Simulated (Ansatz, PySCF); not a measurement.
Species: CCl3, charge 0, doublet. CCl3 (SMILES Cl[C](Cl)Cl, doublet).
B3LYP-D3(BJ)/def2-TZVP minimum from Ansatz (a quantum-chemistry and plane-wave program):
```xyz
4

C     -0.0036     0.0008     0.2630
Cl    -0.0098     1.6900    -0.0363
Cl     1.4691    -0.8362    -0.0083
Cl    -1.4580    -0.8541    -0.0482
```
Charge 0, spin multiplicity 2.

Atomisation energy term by term, kcal/mol (programs: Ansatz). Open shells are spin-unrestricted; no spin-orbit coupling. Cores are frozen in correlated methods. Rows without X2C or -DK are non-relativistic. CBS(X,Y): correlation extrapolated as X^-3, Hartree-Fock from the larger set. A bracket is a step between two methods taken in the basis named. '+ core + X2C': CCSD(T) terms for core correlation (cc-pwCVTZ, 1s frozen past Ne) and scalar relativity (cc-pVTZ-DK).

```
term                                                          basis  kcal/mol
-----------------------  ------------------------------------------  --------
Hartree-Fock                                            cc-pV(Q+d)Z    146.95
CCSD correlation                       CBS(cc-pV(T+d)Z,cc-pV(Q+d)Z)     85.24
(T)                                    CBS(cc-pV(T+d)Z,cc-pV(Q+d)Z)     11.70
CCSDT(Q) - CCSD(T)                                      cc-pV(D+d)Z      0.58
core correlation                                          cc-pwCVTZ      1.54
scalar relativity                                   X2C, cc-pVTZ-DK     -0.65
minus zero-point energy  Hessian by PySCF at B3LYP-D3(BJ)/def2-TZVP     -4.40
sum: D0                                                                 240.9
```
